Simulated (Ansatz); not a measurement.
# NO3: the cost of one run

Program: the Python package of Ansatz 0.2.0. Level of theory: PBE+D3(BJ)/6-31G*. These are calculated values, not measurements.

### 1 The system

Bond lengths: O1–N2 1.242 Å, N2–O3 1.242 Å, N2–O4 1.242 Å. Angles: O1–N2–O3 120.0°, O1–N2–O4 120.0°, O3–N2–O4 120.0°.

The script holds or builds the structure itself.

### 2 Script

File freq_no3.py:

```python
# -*- coding: utf-8 -*-
"""Harmonic frequencies of NO3(-) at its relaxed geometry."""

import argparse
import itertools
import warnings

import ansatz as az
from ase import Atoms
from ase.data import atomic_numbers, covalent_radii
from ase.thermochemistry import IdealGasThermo
import numpy as np

parser = argparse.ArgumentParser(description="Harmonic frequencies of NO3(-) at its relaxed geometry.")
parser.add_argument("--basis", default="6-31G*", help="Gaussian basis set")
parser.add_argument("--functional", default="PBE", help="exchange-correlation functional")
parser.add_argument("--dispersion", required=True, help="dispersion correction")
parser.add_argument("--charge", type=int, default=-1, help="electrons removed")
args = parser.parse_args()

warnings.simplefilter("ignore", az.DeckWarning)

atoms = Atoms(["O", "N", "O", "O"], positions=[
    (1.1024, -0.5698, -0.0563),
    (0.0, 0.0, 0.0),
    (-0.0584, 1.2408, 0.0026),
    (-1.044, -0.671, 0.0537),
])
molecule = az.Crystal.molecule_from_ase(atoms)

calc = (
    molecule.calculation()
    .basis(gaussian=args.basis)
    .functional(args.functional, dispersion=args.dispersion)
    .charge(args.charge)
)
symbols = [site.symbol for site in molecule.cartesian_sites]
start = np.array([site.position_ang for site in molecule.cartesian_sites], dtype=float)
rep = calc.relax(force_tolerance=0.003).run(threads=1).report
end = np.array(rep["positions_ang"])

# pairs closer than 1.2 times the sum of covalent radii, before or after
radius = [covalent_radii[atomic_numbers[s]] for s in symbols]
span = lambda where, i, j: np.linalg.norm(where[i] - where[j])
bonded = [(i, j) for i, j in itertools.combinations(range(len(symbols)), 2) if min(span(start, i, j), span(end, i, j)) < 1.2 * (radius[i] + radius[j])]
print("pair        before    after (A)")
for i, j in bonded:
    print(f"{symbols[i]}{i}-{symbols[j]}{j}".ljust(10), f"{span(start, i, j):8.4f} {span(end, i, j):8.4f}")
for first, second in list(itertools.combinations(bonded, 2)):
    shared = set(first) & set(second)
    if shared and symbols[(j := shared.pop())] != "H":
        i, k = sorted((set(first) | set(second)) - {j})
        u, v = end[i] - end[j], end[k] - end[j]
        angle = np.degrees(np.arccos(np.clip(u @ v / np.linalg.norm(u) / np.linalg.norm(v), -1, 1)))
        print(f"final angle {symbols[i]}{i}-{symbols[j]}{j}-{symbols[k]}{k}: {angle:.2f} deg")

# frequencies need a stationary point, so they are taken at the relaxed geometry
minimum = az.Crystal.molecule()
for symbol, place in zip(symbols, end):
    minimum = minimum.atom(symbol, place.tolist())
vibrating = (
    minimum.calculation()
    .basis(gaussian=args.basis)
    .functional(args.functional, dispersion=args.dispersion)
    .charge(args.charge)
    .phonons(temperatures=(200, 600, 100))
)
vib = vibrating.run(threads=1).report["vibrations"]
sums = vib["harmonic_sums"]
modes = [m["omega_inv_cm"] for m in sums["modes_at_gamma"] if m["rigid_motion"] == "no"]
for number, w in enumerate(modes, start=1):
    print(f"mode {number:2d} {w:9.1f} 1/cm {w / 8065.544 * 1000:8.2f} meV")
print("imaginary modes:", sum(w < 0 for w in modes), " zero-point energy:", round(sums["zero_point_energy_ev"], 4), "eV")
# rigid rotor and ideal gas, symmetry number taken as one
gas = IdealGasThermo(vib_energies=[w / 8065.544 for w in modes if w > 0], geometry="linear" if len(modes) == 3 * len(symbols) - 5 else "nonlinear",
                     atoms=Atoms(symbols, positions=end), symmetrynumber=1, spin=0.0)
print(f"H(298 K) - E = {gas.get_enthalpy(298.15, verbose=False):.4f} eV")
print(f"S(298 K, 1 bar) = {96485.33 * gas.get_entropy(298.15, 1e5, verbose=False):.1f} J/(mol K) with symmetry number 1")
```

### 3 The calls as engine input

The package turns the script's settings into the engine's input (first run):

```yaml
crystal:
  periodic: [false, false, false]
  atoms:
    - { symbol: O, position_ang: [1.1024, -0.5698, -0.0563] }
    - { symbol: "N", position_ang: [0.0, 0.0, 0.0] }
    - { symbol: O, position_ang: [-0.0584, 1.2408, 0.0026] }
    - { symbol: O, position_ang: [-1.044, -0.671, 0.0537] }
basis:
  gaussian:
    orbitals: "6-31G*"
hamiltonian:
  xc: pbe
  dispersion: d3bj
total_charge: -1.0
relax:
  f_tol: 0.003
```

### 4 The run

Run with:

```sh
python freq_no3.py --dispersion d3bj
```

Q: Estimate wall time and peak memory on 1 thread of Arm Neoverse V1, shared host.

About 13 s, with a peak of 0.23 GiB.
